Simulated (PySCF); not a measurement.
Isomers of C4H7F, one GFN2-xTB conformer each. Single-point energies are computed at PBE0/pcSseg-1 (PySCF, gas phase, no added dispersion term), electronic only.

| SMILES | GFN2-xTB relative energy (kcal/mol) |
| --- | --- |
| C/C=C/CF | 0.9 |
| C=C[C@H](C)F | 3.0 |
| CC/C=C/F | 0.0 |
| CC/C=C\F | 0.7 |

Conformers: `[CH3:1]/[CH:2]=[CH:3]/[CH2:4][F:5]` with C2–C3–C4–F5 0°; `[CH2:1]=[CH:2][C@H:3]([CH3:4])[F:5]` with C1–C2–C3–C4 115°; `[CH3:1][CH2:2]/[CH:3]=[CH:4]/[F:5]` with C1–C2–C3–C4 118°; `[CH3:1][CH2:2]/[CH:3]=[CH:4]\[F:5]` with C1–C2–C3–C4 120°.

Task: What does PBE0/pcSseg-1 give for the same structures?

Result: 
```json
{"SMILES": "C=C[C@H](C)F", "PBE0/pcSseg-1 E (Eh)": "-256.13882", "PBE0/pcSseg-1 (kcal/mol)": "0.0", "GFN2-xTB (kcal/mol)": "3.0", "point group": "C1"}
{"SMILES": "CC/C=C\\F", "PBE0/pcSseg-1 E (Eh)": "-256.13858", "PBE0/pcSseg-1 (kcal/mol)": "0.1", "GFN2-xTB (kcal/mol)": "0.7", "point group": "C1"}
{"SMILES": "C/C=C/CF", "PBE0/pcSseg-1 E (Eh)": "-256.13724", "PBE0/pcSseg-1 (kcal/mol)": "1.0", "GFN2-xTB (kcal/mol)": "0.9", "point group": "Cs"}
{"SMILES": "CC/C=C/F", "PBE0/pcSseg-1 E (Eh)": "-256.13721", "PBE0/pcSseg-1 (kcal/mol)": "1.0", "GFN2-xTB (kcal/mol)": "0.0", "point group": "C1"}
```

GFN2-xTB puts CC/C=C/F lowest instead; measured from each level's own lowest isomer, the values differ by up to 3.0 kcal/mol (C=C[C@H](C)F: 3.0 against 0.0). Neighbours under 2.5 kcal/mol apart (C=C[C@H](C)F and CC/C=C\F; CC/C=C\F and C/C=C/CF; C/C=C/CF and CC/C=C/F) can change places with a better method, another conformer or zero-point energy. CC/C=C\F and CC/C=C/F are stereoisomers, 0.9 kcal/mol apart in the conformers taken.

Task: Which frontier levels, dipoles and rotational constants go with these structures?

Result: 
| SMILES | HOMO (eV, PBE0/pcSseg-1) | LUMO (eV) | dipole (D) | A, B, C (MHz) |
| --- | --- | --- | --- | --- |
| C=C[C@H](C)F | -7.70 | 0.25 | 1.78 | 7992, 4101, 3087 |
| CC/C=C\F | -7.26 | 0.61 | 1.41 | 12096, 2716, 2473 |
| C/C=C/CF | -7.23 | 0.57 | 1.68 | 15146, 2518, 2219 |
| CC/C=C/F | -7.24 | 0.58 | 1.80 | 19087, 2126, 2069 |

Task: As an exercise, what shares would exp(−E/RT) give at 500 K from these electronic energies alone (no entropy, no degeneracies)?

Result: RT = 0.994 kcal/mol: C=C[C@H](C)F 38.6 %, CC/C=C\F 33.2 %, C/C=C/CF 14.3 %, CC/C=C/F 14.0 %.
